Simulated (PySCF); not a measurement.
Energies from PySCF, thermal terms from the rigid-rotor harmonic-oscillator model, ideal gas at 1 bar. Table values come from the NASA 1993 polynomials. 6-31G* has spherical d functions here. All species are closed-shell singlets. The harmonic model lacks anharmonicity and excited electronic states, which grow with temperature; levels with a mode under 35 cm⁻¹ are left out. The table's entry may be an old estimate for C4H6 (cyclic) (not checked at source).

Harmonic frequencies at HF/6-31G* (cm⁻¹): 348, 726, 935, 953, 965, 972, 1051, 1077, 1155, 1213, 1229, 1296, 1369, 1372, 1464, 1624, 1650, 1804, 3209, 3220, 3246, 3264, 3368, 3403. Point group C2v; S°(298 K) = 259.3 J/mol/K at this level.

Q: Work out Cp and S° of gaseous C4H6 (cyclic) at 500, 800, 1200, 1600, 2000 K from these, and set them beside the table.

A: 
```csv
T (K),Cp HF/6-31G*,Cp table,S° HF/6-31G*,S° table
500,98.6,108.2,299.0,305.9
800,141.6,151.1,355.5,367.4
1200,174.9,181.6,419.9,435.0
1600,194.1,199.3,473.1,489.9
2000,205.6,210.6,517.8,535.7
```
Units J/mol/K.
